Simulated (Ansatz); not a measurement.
## Au–CH3, singlet: reading a ladder of total energies

Geometry: displaced at random from a stationary point.

```xyz
5

Au   -0.1467    0.0019    0.0023
C     1.8633   -0.0293   -0.0211
H     2.2323   -1.0112   -0.0606
H     2.1467    0.4885    0.8610
H     2.0933    0.4957   -0.9895
```

Basis def2-SVP with its core potentials; Ansatz 0.2.0. Only valence electrons are correlated (noble-gas cores frozen), which leaves 18 electrons in 56 orbitals. Prefix R: restricted or restricted open-shell reference. No spin–orbit coupling is included; scalar relativity enters through the core potentials alone. The metal's outer-core shells are frozen, which leaves out core–valence correlation.

Full CI isn't at hand for all of this; RCCSDT(Q) serves as the reference, and is uncertain by about the last step of the cluster series.

Runs differ by some tens of microhartree through their thresholds, so steps under 0.03 kcal/mol mean nothing.

```tsv
level	total energy (hartree)
RHF	-174.341588
RMP2	-174.785676
RCCSD	-174.782587
RCCSD(T)	-174.794459
RCCSDT	-174.794597
RCCSDT(Q)	-174.795277
```

**Question.** What is the correlation energy at RCCSDT(Q), and what share of it do RMP2 and RCCSD recover?

**Answer.** E(corr) = -174.795277 − (-174.341588) = -0.453689 hartree = -12.346 eV. RMP2: -0.444088 / -0.453689 = 97.88 %. RCCSD: -0.440999 / -0.453689 = 97.20 %.

**Question.** By how many kcal/mol does RCCSD(T) miss RCCSDT(Q) (1 hartree = 627.509 kcal/mol), and which steps make up the rest?

**Answer.** -174.794459 − (-174.795277) = 0.000818 hartree = 0.51 kcal/mol. Steps: RCCSDT − RCCSD(T) = -0.09, RCCSDT(Q) − RCCSDT = -0.43 kcal/mol. That is within 1 kcal/mol of the reference in this basis, which itself misses far more of the correlation at the basis-set limit.
